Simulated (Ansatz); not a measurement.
The input, for Ansatz 0.2.0:

```yaml
crystal:
  periodic: [false, false, false]
  atoms:
    - {symbol: Ge, position_ang: [0.000000, 0.000000, 0.000000]}
    - {symbol: B, position_ang: [0.000000, 0.000000, 2.564000]}
basis:
  gaussian: {orbitals: cc-pVTZ}
total_charge: 1
magnetization: {spin_polarized: false}
correlation: {method: ccsdtq, electrons: outside_noble_gas}
```

```sh
$ ansatz run in.yaml --threads 2 --pin off --events-out ev --progress --plain --max-ram 31488MiB --backend cuda --devices 0, --max-vram 37GiB
```

Output:

```
792 factors; integrals over basis functions are off by at most 1.6e-7 eV
mean field evaluation 1: about -57133.6794 eV, gradient 7.7e0 eV
mean field evaluation 2: about -57133.7021 eV, gradient 7.7e0 eV
mean field evaluation 4: about -57134.0051 eV, gradient 7.9e-1 eV
mean field evaluation 8: about -57134.0107 eV, gradient 1.9e-3 eV
mean field evaluation 16: about -57134.0034 eV, gradient 9.5e-1 eV
mean field evaluation 32: about -57132.5891 eV, gradient 1.4e0 eV
mean field evaluation 64: about -57128.7550 eV, gradient 3.8e0 eV
mean field evaluation 96: about -57132.4377 eV, gradient 1.1e-2 eV
mean field evaluation 128: about -57132.4376 eV, gradient 4.5e-2 eV
mean field evaluation 160: about -57114.3540 eV, gradient 1.8e1 eV
...
cycle  14  -4.44229499 eV  change   -3.1e-4 eV  update   1.2e-4
cycle  15  -4.44233717 eV  change   -4.2e-5 eV  update   5.9e-5
cycle  16  -4.44229317 eV  change    4.4e-5 eV  update   3.4e-5
cycle  17  -4.44228446 eV  change    8.7e-6 eV  update   1.8e-5
cycle  18  -4.44229756 eV  change   -1.3e-5 eV  update   8.9e-6
cycle  19  -4.44230718 eV  change   -9.6e-6 eV  update   4.7e-6
cycle  20  -4.44231450 eV  change   -7.3e-6 eV  update   2.5e-6
cycle  21  -4.44231433 eV  change    1.7e-7 eV  update   1.2e-6
cycle  22  -4.44231273 eV  change    1.6e-6 eV  update   7.4e-7
cycle  23  -4.44231199 eV  change    7.5e-7 eV  update   5.7e-7
Total energy: -57138.45302451 eV, -2099.7994188162 hartree
```

For the same geometry and basis full CI lies 1.0 meV lower.

Ran on 2 threads of AMD EPYC 7R13 with a shared H100 80 GB, shared host: 27 s wall, 0.84 GiB peak host memory.
